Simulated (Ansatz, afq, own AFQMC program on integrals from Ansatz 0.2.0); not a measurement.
BH3, triplet in 6-31G, levels against full CI

```tsv
atom	x (Å)	y (Å)	z (Å)
B	-0.1149	0.0000	0.0891
H	0.3114	0.5391	-0.9919
H	0.6095	0.0000	1.0286
H	0.3113	-0.5391	-0.9919
```

Basis 6-31G. Noble-gas cores (and the filled d shells of Ga–Kr and In–Xe) are frozen. Ansatz 0.2.0 and our own AFQMC program on the same integrals; the CISD trial comes from CCSD amplitudes, and released means the phaseless constraint is let go. Free AFQMC starts from the CCSD state and is never constrained. Its projection time is finite, and what remains of the start isn't in its error. Uncertainties: one standard error, sampling alone.

Determinant: UHF, the one that the program's search chose, which needn't be the lowest solution. The geometry is a point of a scan.

Full CI on the same integrals is exact in this basis and with this determinant's frozen core.

Cautions: lower spins were not checked.

The T1 diagnostic is 0.0067 and the weight of the determinant in the CISD state is 0.958. The ⟨S²⟩ of the determinant is 2.005. The size of the correlated space is 6 electrons in 14 orbitals.

Reference: full CI, correlation energy -1.874 eV. The released energy is read at 2.40 1/Eh (meV from the phaseless value at times in 1/Eh: 0.4 ± 0.6 at 0.24, -0.4 ± 0.5 at 0.51, -0.1 ± 0.5 at 0.99, -1.1 ± 0.3 at 1.62, -0.7 ± 0.3 at 2.40).

```
         level  E − E(reference) (meV)  share of correlation (%)
            HF                  1873.9                      0.00
           MP2                   505.7                     73.01
          CCSD                    35.4                     98.11
       CCSD(T)                     9.7                     99.48
         CCSDT                     0.5                     99.97
      CCSDT(Q)                     0.1                     99.99
        CCSDTQ                     0.0                    100.00
   ph-AFQMC/HF             21.7 ± 12.5                     98.84
 ph-AFQMC/CISD               1.0 ± 0.7                     99.95
released AFQMC               0.3 ± 0.3                     99.99
    free AFQMC              -0.2 ± 0.3                    100.01
```

CCSDT and higher add their correlation energy to the determinant of the CCSD(T) run, since their own runs factorise the integrals more tightly (a shift of under 2 meV). Free projections are given only where their last times agree within the noise and don't stop above the reference; a slow remainder of the start can still hide under it. A walk keeps the symmetry of its determinant, which the program's search chose and which needn't be the lowest solution, so a lower state of the same spin and another symmetry isn't excluded. Released energies are given only where the last usable release times agree within the noise; a slower fall can still hide under it.
